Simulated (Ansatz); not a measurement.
# doublet C2H7Al−: levels of theory compared

Aim: a comparison of 4 runs (UB3LYP/6-31G*, U-revPBE/def2-SVPD, UBHLYP/def2-SVPD, UCCSD(T)/def2-SVPD) of doublet C2H7Al−. 

The results are computed with Ansatz 0.2.0.

36 further runs of the same task are left out: 36 set aside as unsound or not needed.

### Step 1. The structure to begin with

C2H7Al− has 10 atoms, charge -1, and is taken as a doublet. SMILES of the parent species: `[CH3][AlH][CH3]`. The shape is that of a PBE0-D4/def2-TZVP optimisation. That shape belongs to the parent species and isn't relaxed for this state.

Bond lengths: C1–Al2 1.954 Å, Al2–C3 1.954 Å, C1–H4 1.095 Å, C1–H5 1.092 Å, C1–H6 1.096 Å, Al2–H7 1.595 Å, C3–H8 1.093 Å, C3–H9 1.095 Å, C3–H10 1.096 Å. Some angles: C1–Al2–C3 121.2°, C1–Al2–H7 120.2°, C3–Al2–H7 118.5°, Al2–C1–H4 111.1°, Al2–C1–H5 113.4°, Al2–C1–H6 110.4°, Al2–C3–H8 113.4°, Al2–C3–H9 111.0°, Al2–C3–H10 110.5°, H4–C1–H5 108.0°.

### Step 2. A single-point energy at UB3LYP/6-31G(d) (spherical functions) (run 1)

File run.yaml:

```yaml
crystal:
  periodic: [false, false, false]
  atoms:
    - {symbol: C, position_ang: [-1.219100, 0.923600, -0.783300]}
    - {symbol: Al, position_ang: [0.496800, 0.021800, -0.536400]}
    - {symbol: C, position_ang: [0.903900, -0.949000, 1.109700]}
    - {symbol: H, position_ang: [-2.054000, 0.233200, -0.621200]}
    - {symbol: H, position_ang: [-1.337000, 1.368500, -1.773800]}
    - {symbol: H, position_ang: [-1.340300, 1.723700, -0.043600]}
    - {symbol: H, position_ang: [1.605700, 0.078800, -1.681200]}
    - {symbol: H, position_ang: [0.069000, -0.980000, 1.814000]}
    - {symbol: H, position_ang: [1.201900, -1.980900, 0.894300]}
    - {symbol: H, position_ang: [1.756300, -0.490900, 1.624500]}
basis:
  gaussian:
    orbitals: 6-31G_st_-spherical.json
accuracy: high
magnetization:
  spin_polarized: true
  initial_magnetization: 1
total_charge: -1
hamiltonian:
  xc: {name: B3LYP}
output: {orbitals: {seedname: orbitals}}
```

The basis set 6-31G* is read from a file made from the Basis Set Exchange's data (not shown).

Command:

```sh
$ ansatz run run.yaml --threads 1 --pin off --max-ram 3480MiB --events-out events.jsonl --progress --plain --runs-dir runs
```

Output:

```text
Warning: RAYON_NUM_THREADS=1 ignored (pool sized by the plan → 1); use --threads N
Functional definition: B3LYP
  name "B3LYP"
  parameter a0 = 0.2
  parameter ax = 0.72
  parameter ac = 0.81
  exchange = (1 - a0 - ax)*slater_x + ax*b88_x + a0*exact_x
  correlation = (1 - ac)*vwn_rpa_c + ac*lyp_c
1452 factors; integrals over basis functions are off by at most 3.8e-9 eV
mean field evaluation 1: about -8780.7228 eV, gradient 2.7e1 eV
mean field evaluation 2: about -8779.0971 eV, gradient 3.2e1 eV
mean field evaluation 4: about -8784.3764 eV, gradient 2.7e-1 eV
mean field evaluation 8: about -8784.5239 eV, gradient 3.7e-2 eV
mean field evaluation 16: about -8784.5240 eV, gradient 2.6e-5 eV
mean field -8784.52396684 eV, -322.8253014172 hartree, gradient 4.0e-8 eV, S^2 0.752888; 0 other end points of the search recorded, 0 dependent functions left out
reference -8784.52401072 eV, -322.8253030296 hartree; 17, 16 occupied and 43, 44 virtual orbitals, 1452 factors
Total energy: -8784.52401072 eV, -322.8253030296 hartree
```

Run time: 8.7 s. Hardware: 1 thread of Arm Neoverse V2, shared host; peak memory 0.27 GiB.

### Step 3. A single-point energy at U-revPBE/def2-SVPD (run 2)

File input.yaml:

```yaml
crystal:
  periodic: [false, false, false]
  atoms:
    - {symbol: C, position_ang: [-1.219100, 0.923600, -0.783300]}
    - {symbol: Al, position_ang: [0.496800, 0.021800, -0.536400]}
    - {symbol: C, position_ang: [0.903900, -0.949000, 1.109700]}
    - {symbol: H, position_ang: [-2.054000, 0.233200, -0.621200]}
    - {symbol: H, position_ang: [-1.337000, 1.368500, -1.773800]}
    - {symbol: H, position_ang: [-1.340300, 1.723700, -0.043600]}
    - {symbol: H, position_ang: [1.605700, 0.078800, -1.681200]}
    - {symbol: H, position_ang: [0.069000, -0.980000, 1.814000]}
    - {symbol: H, position_ang: [1.201900, -1.980900, 0.894300]}
    - {symbol: H, position_ang: [1.756300, -0.490900, 1.624500]}
basis:
  gaussian:
    orbitals: def2-SVPD
output: {orbitals: {seedname: orbitals}}
total_charge: -1
magnetization:
  spin_polarized: true
  initial_magnetization: 1
hamiltonian:
  xc: {name: revPBE}
accuracy: high
```

Command:

```sh
$ ansatz run input.yaml --threads 1 --pin off --max-ram 3480MiB --events-out events.jsonl --progress --plain --runs-dir runs
```

Output:

```text
Warning: RAYON_NUM_THREADS=1 ignored (pool sized by the plan → 1); use --threads N
Functional definition: revPBE
  name "revPBE"
  parameter kappa = 1.245
  parameter beta = 0.06672455060314922
  exchange = pbe_x(kappa = kappa, mu = beta*pi^2/3)
  correlation = pbe_c(beta = beta)
2446 factors; integrals over basis functions are off by at most 3.5e-9 eV
mean field evaluation 1: about -8772.0211 eV, gradient 3.6e1 eV
mean field evaluation 2: about -8758.5744 eV, gradient 5.7e1 eV
mean field evaluation 4: about -8778.8359 eV, gradient 1.9e0 eV
mean field evaluation 8: about -8778.8603 eV, gradient 1.5e-1 eV
mean field evaluation 16: about -8778.8605 eV, gradient 1.5e-4 eV
mean field evaluation 32: about -8778.6141 eV, gradient 3.2e0 eV
mean field -8778.86048649 eV, -322.6171723533 hartree, gradient 3.2e-8 eV, S^2 0.755224; 4 other end points of the search recorded, 0 dependent functions left out
reference -8778.86049309 eV, -322.6171725956 hartree; 17, 16 occupied and 103, 104 virtual orbitals, 2446 factors
Total energy: -8778.86049309 eV, -322.6171725956 hartree
```

It took 20 s on 1 thread of Arm Neoverse V2, shared host; peak memory 0.47 GiB.

Run 3 isn't shown in full; the table further down has it.

### Step 4. The energy at UCCSD(T)/def2-SVPD (run 4)

run.yaml, as its differences from that of step 2:

```diff
@@ -14,11 +14,7 @@
 basis:
-  gaussian:
-    orbitals: 6-31G_st_-spherical.json
+  gaussian: {orbitals: def2-SVPD}
+correlation: {method: ccsd_t, frozen_orbitals: {Al: 5, C: 1, H: 0}}
+scf: {omitted_lower_state_checks: [cluster_reference, increment]}
+magnetization: {spin_polarized: true, initial_magnetization: 1}
+total_charge: -1
 accuracy: high
-magnetization:
-  spin_polarized: true
-  initial_magnetization: 1
-total_charge: -1
-hamiltonian:
-  xc: {name: B3LYP}
-output: {orbitals: {seedname: orbitals}}
```

Command:

```sh
$ ansatz run run.yaml --threads 1 --pin off --max-ram 3480MiB --events-out events.jsonl --progress --plain --runs-dir runs
```

Output:

```text
Warning: RAYON_NUM_THREADS=1 ignored (pool sized by the plan → 1); use --threads N
[... 13 lines left out ...]
7 core orbitals not correlated: weight in the atoms' cores, before any rotation towards them, 1.000 or more for the frozen orbitals, at most 0.000 for the correlated occupied ones
[... 39 lines left out ...]
Total energy: -8762.25830645 eV, -322.0070534899 hartree
Checks for a lower state left out: cluster_reference, increment
```

Run time: 3.3 min. Hardware: 1 thread of Arm Neoverse V2, shared host; peak memory 2.6 GiB.

### Step 5. The series

| run | level | frozen core orbitals | energy (Eh) | HOMO energy (eV) | LUMO energy (eV) | ⟨S²⟩ | wall time |
| --- | --- | --- | --- | --- | --- | --- | --- |
| 1 | UB3LYP/6-31G* (spherical functions) | – | -322.825303 | 2.82 | 4.93 | 0.753 | 8.7 s |
| 2 | U-revPBE/def2-SVPD | – | -322.617173 | 3.03 | 3.27 | 0.755 | 20 s |
| 3 | UBHLYP/def2-SVPD | – | -322.632981 | 2.00 | 4.23 | 0.755 | 26 s |
| 4 | UCCSD(T)/def2-SVPD | 7 | -322.007053 | – | – | 0.763 | 3.3 min |

### Step 6. Results

| quantity | value |
| --- | --- |
| run 4: total energy | -322.00705 Eh |
| run 4: correlation energy (7 core orbitals frozen) | -461.7 mEh |
| run 4: (T) correction | -14.51 mEh |
| run 4: ⟨S²⟩ of the reference determinant | 0.763 |
| run 4: T1 diagnostic | 0.037 |

In words: Totals of different functionals can't be ranked against each other. In runs 1, 2, 3 the HOMO lies above zero, so the outermost electron may be held by the basis alone. All runs together took 4.2 min, the longest 3.3 min.
